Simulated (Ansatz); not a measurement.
Saddle point of SiH$_{5}$OF, singlet (SiH₃OF ([OH][SiH2][F]) + H₂ → SiH₄O ([OH][SiH3]) + HF; bonds formed: Si1–H7, F2–H6; bonds broken: Si1–F2, H6–H7), PBE0-D4/def2-TZVP structure:

| atom | x (Å) | y (Å) | z (Å) |
| --- | --- | --- | --- |
| Si1 | -0.3125 | 0.3404 | -0.1943 |
| F2 | 0.1816 | -1.2912 | 0.8249 |
| H3 | -0.3875 | 1.1780 | -1.4200 |
| H4 | -1.6909 | 0.1501 | 0.2952 |
| O5 | 0.8015 | 1.1750 | 0.6561 |
| H6 | 0.2071 | -1.3669 | -0.3837 |
| H7 | 0.0959 | -0.9349 | -1.2394 |
| H8 | 1.1049 | 0.7496 | 1.4612 |

Energies are electronic, without zero-point energy. Barriers and step energies count from the start structure reached by relaxing down the imaginary mode; all methods use the PBE0-D4 structures, on which another method's saddle can fall below an end. Ansatz 0.2.0; basis: def2-TZVPP, with def2-QZVPP for the basis limit; cores frozen in the correlated methods. B3LYP uses VWN-RPA correlation. Extrapolation: Hartree–Fock as exp(−7.88 √X), correlation as X^−2.97.

```csv
method,barrier (kJ/mol),step energy (kJ/mol)
SPW92,173.9,102.8
PBE-D4,208.9,111.9
BLYP-D4,232.7,122.9
r2SCAN-D4,229.0,125.0
B97M-V,241.8,123.1
PBE0-D4,228.0,113.3
B3LYP-D4,244.9,123.0
r2SCAN0-D4,241.2,123.2
BHLYP-D4,266.1,125.6
CAM-B3LYP-D4,?,124.2
wB97X-V,?,121.8
wB97M-V,?,122.9
B2PLYP,251.7,126.2
PBE-QIDH,245.4,120.0
RPA on PBE,253.1,122.4
HF,319.1,132.8
MP2,253.3,127.0
CCSD,264.5,122.5
CCSD(T),254.8,122.1
```

(1) Fill in the withheld barriers. (To be estimated.)

The T1 diagnostic stays at or below 0.013.

Answers

(1) Computed: wB97M-V 241.9; CAM-B3LYP-D4 245.9; wB97X-V 244.1 kJ/mol. Each is the energy of the saddle less that of the start structure, by the same method.

For comparison, the barrier by CCSD(T) at an estimated basis limit (MP2 extrapolated from triple and quadruple zeta, plus CCSD(T) − MP2 in triple zeta) is 254.1 kJ/mol.

Labels in which every atom is bracketed show which atoms are joined, not bond orders.

For scale, one of the runs: CCSD(T)/def2-TZVPP, 174 basis functions (an equivalent command: `ansatz run in.yaml --threads 2`). Time: 22 s of wall clock on 2 CPU threads; the host was shared. Peak host memory: 1.6 GiB.
